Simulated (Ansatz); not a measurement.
This geometry of HS₂Si (4 atoms, charge 0, multiplicity 2) is a first-order saddle point.

The calculation used UKS r2SCANh-D4/6-31G* in Ansatz.

```xyz
4
Properties=species:S:1:pos:R:3
S -1.881 -0.564 1.164
Si -0.211 -0.097 0.280
S 0.694 0.411 -1.487
H 1.398 0.250 0.043
```

Problem. Which two structures does it join? (They come from a converged band through this point; their orientation in space is the band's.)

Solution. Bonds broken: Si2–H4. Bonds formed: S3–H4.

First end point:

```xyz
4
Properties=species:S:1:pos:R:3
S -1.593 -0.471 0.955
Si 0.147 0.009 0.087
S 0.025 0.366 -1.881
H 1.421 0.095 0.839
```

Last end point:

```xyz
4
Properties=species:S:1:pos:R:3
S -2.258 -0.558 0.786
Si -0.327 -0.205 0.760
S 0.681 0.325 -1.050
H 1.904 0.439 -0.496
```

Problem. How far does it lie above each of them?

Solution. 1.20 eV above the first and 1.31 eV above the second. This is the barrier of this one path; another mechanism may lie lower.

The run took 2.9 min on 2 threads of Arm Neoverse V1, on a shared host, peak memory 0.2 GiB.
